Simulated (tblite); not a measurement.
Species: C2HClN2S.
Bonds: Cl1–C2, C2–N3 (aromatic), N3–C4 (aromatic), C4–S5 (aromatic), S5–N6 (aromatic), C2–N6 (aromatic). Hydrogens: H7 on C4.

Computed with GFN2-xTB (tblite), gas phase: Langevin dynamics at 300 K from the optimised GFN2-xTB geometry, time step 0.5 fs, friction 0.01 fs⁻¹, 2000 steps.

Start geometry:
```
atom  x, y, z in Å
Cl1     2.532   -0.702    0.239
C2      0.971   -0.104    0.036
N3     -0.097   -0.891    0.285
C4     -1.172   -0.215    0.059
S5     -0.834    1.398   -0.462
N6      0.766    1.123   -0.364
H7     -2.162   -0.604    0.180
```

The statistics below take the 31 frames saved every 25 fs from 250 to 1000 fs; their kinetic temperature (all 3N coordinates) averages 307 K.

**Question.** How do the bond lengths spread?

**Answer.** 
```
  bond  start (Å)  mean (Å)  standard deviation (Å)  shortest (Å)  longest (Å)
Cl1–C2      1.684     1.692                   0.027         1.627        1.742
 C2–N3      1.350     1.353                   0.034         1.299        1.441
 N3–C4      1.290     1.291                   0.015         1.260        1.322
 C4–S5      1.728     1.736                   0.031         1.678        1.790
 S5–N6      1.626     1.633                   0.031         1.580        1.690
 C2–N6      1.306     1.306                   0.019         1.266        1.340
 C4–H7      1.070     1.074                   0.024         1.037        1.126
```

**Question.** How far does each atom move about its mean position (frames aligned on the start, all atoms weighted alike), and what rms force does it feel?

**Answer.** 
```tsv
atom	rms displacement (Å)	rms force (eV/Å)
Cl1	0.09	0.71
C2	0.06	1.68
N3	0.07	1.73
C4	0.06	1.48
S5	0.06	1.13
N6	0.06	1.46
H7	0.08	0.88
```

The displacements run from 0.06 to 0.09 Å, the largest at Cl1.

The run is classical and short, so these are rough statistics of one trajectory.

The cost below is that of the whole dynamics run. Time: 6.9 s wall; peak memory 0.18 GiB. Hardware: Arm Neoverse V2, one thread, no GPU, shared host with 32 logical CPUs at a one-minute load of 15.
